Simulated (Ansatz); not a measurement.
# PHO₂ (singlet): relaxing a cheap start

Aim: relax a generated start of PHO₂ (singlet) and see which bonds hold.

The runs use Ansatz 0.2.0, Gaussian basis; RKS PBE0/def2-TZVP.

## (1) The starting structure

4 atoms, charge 0, spin multiplicity 1.

Atoms are counted from 1 here; the program's logs count them from 0.

Bond lengths: O1–H4 0.957 Å, O2–P3 1.440 Å.

Coordinates:

```xyz
4

O    -1.7321   -0.1882   -0.0022
O    -0.1218    0.6188    0.0054
P     1.0329   -0.2411   -0.0018
H    -2.3132    0.5719    0.0042
```

The start was built by rule and, where that kept it together, relaxed with GFN2-xTB. Sticks and bond lists go by distance. 

## (2) The run

File in.yaml:

```yaml
crystal:
  periodic: [false, false, false]
  atoms:
    - {symbol: O, position_ang: [-1.732130, -0.188212, -0.002244]}
    - {symbol: O, position_ang: [-0.121753, 0.618843, 0.005402]}
    - {symbol: P, position_ang: [1.032892, -0.241052, -0.001769]}
    - {symbol: H, position_ang: [-2.313177, 0.571900, 0.004244]}
basis:
  gaussian: {orbitals: def2-TZVP}
hamiltonian: {xc: pbe0}
relax: {f_tol: 0.004, max_steps: 80}
```

On the command line:

```sh
ansatz run in.yaml --threads 1 --pin off --events-out ev --progress --plain --max-ram 2176MiB
```

Q: Predict the outcome of this session. Wanted: energy gained; shift from the start; total energy; dipole moment.

The runs gave:

```
                  quantity           value
                     steps               6
             energy gained        0.082 eV
shift from the start (rms)         0.036 Å
              total energy  -13388.9820 eV
             dipole moment          2.99 D
```

The bonds of the start are those of the end. O2–P3 went from 1.440 to 1.478 Å. No vibrations were run, so this is a stationary point, not a proven minimum, and this spin need not be the ground state's.
